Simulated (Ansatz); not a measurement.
Geometry optimisation, Ansatz, RKS PBE0/def2-mTZVP.

The input (input.yaml):

```yaml
crystal:
  periodic: [false, false, false]
  atoms:
    - { symbol: Al, position_ang: [0.177813, -0.217703, 0.206742] }
    - { symbol: H, position_ang: [0.520736, -0.46966, 1.699087] }
    - { symbol: C, position_ang: [2.083903, 0.067187, -0.003561] }
    - { symbol: H, position_ang: [2.524483, -0.861698, 0.383633] }
    - { symbol: H, position_ang: [2.618317, 0.341503, -0.917028] }
    - { symbol: H, position_ang: [2.296358, 0.826582, 0.760722] }
    - { symbol: O, position_ang: [-1.195915, -0.190969, -0.781649] }
    - { symbol: H, position_ang: [-2.094995, -0.342042, -0.483846] }
basis:
  gaussian: { orbitals: def2-mTZVP }
hamiltonian:
  xc: pbe0
relax:
  f_tol: 0.03
  max_steps: 50
```

Command:

```bash
$ ansatz run input.yaml --threads 1 --pin off --max-ram 2048MiB --backend cpu --events-out ev --progress --plain --runs-dir out
```

Question: Where does it end, and by what steps?

Answer: It converged. After 6 steps the energy has fallen by 0.716 eV; H2 moved furthest, 0.80 Å.

```
step  energy less start (eV)  largest force component (eV/Å)  accepted
   0                  0.0000                           1.286       yes
   1                 -0.3306                           0.838       yes
   2                 -0.5094                           0.437       yes
   3                 -0.6529                           0.212       yes
   4                 -0.7137                           0.160       yes
   5                 -0.7151                           0.122       yes
   6                 -0.7159                           0.007       yes
```

```xyz
8
Properties=species:S:1:pos:R:3
Al 0.265 -0.260 0.496
H -0.221 -0.626 1.967
C 2.117 0.073 -0.001
H 2.753 -0.795 0.201
H 2.216 0.314 -1.062
H 2.547 0.903 0.568
O -0.907 -0.150 -0.741
H -1.838 -0.305 -0.564
```

Whether the end is a true minimum wasn't checked by a vibrational analysis.

The run took 12 s on 1 thread of Intel(R) Xeon(R) 6975P-C (Granite Rapids) (shared host), peak memory 0.15 GiB.
